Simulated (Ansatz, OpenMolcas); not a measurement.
SiH3F (SMILES F[SiH3]): the energy, rung by rung

SiH3F has 5 atoms, charge 0, and is taken as a singlet. As SMILES, `F[SiH3]`. The coordinates come from a PBE0-D4/def2-TZVP relaxation.

```xyz
5

F    -1.2746    0.1628    0.8580
Si    0.0433   -0.0193   -0.0307
H    -0.3678   -0.1926   -1.4437
H     0.7686   -1.2179    0.4516
H     0.8805    1.1934    0.1234
```

Quantity: the energy change with the Si2–H3 bond stretched from 1.482 to 1.852 Å, in eV. The values are calculated.

| level | kind | program | value (eV) | less FCI/STO-3G |
| --- | --- | --- | --- | --- |
| HF/STO-3G (restricted) | Hartree–Fock | Ansatz | 1.65 | +0.44 |
| SVWN5/STO-3G (restricted) | LDA | OpenMolcas | 1.12 | -0.09 |
| revPBE/STO-3G (restricted) | GGA | Ansatz | 1.04 | -0.17 |
| PBE0/STO-3G (restricted) | global hybrid | Ansatz | 1.26 | +0.05 |
| CAM-B3LYP/STO-3G (restricted) | range-separated hybrid | Ansatz | 1.30 | +0.09 |
| B2PLYP/STO-3G (restricted) | double hybrid | OpenMolcas | 1.31 | +0.10 |
| MP2/STO-3G (restricted) | perturbation theory | OpenMolcas | 1.40 | +0.19 |
| CCSDTQ/STO-3G (restricted) | coupled cluster or CI | Ansatz | 1.21 | 0.00 |
| FCI/STO-3G | exact in the basis | OpenMolcas | 1.21 | 0.00 |

FCI/STO-3G is exact within its basis and frozen core, so for wave-function methods in that basis the difference is their error; functionals converge differently with the basis, so for them it is only a difference. The first shape isn't each level's own minimum. The values span 1.04 to 1.65 eV. All rows use very small basis sets, so even the best lies far from the true value.
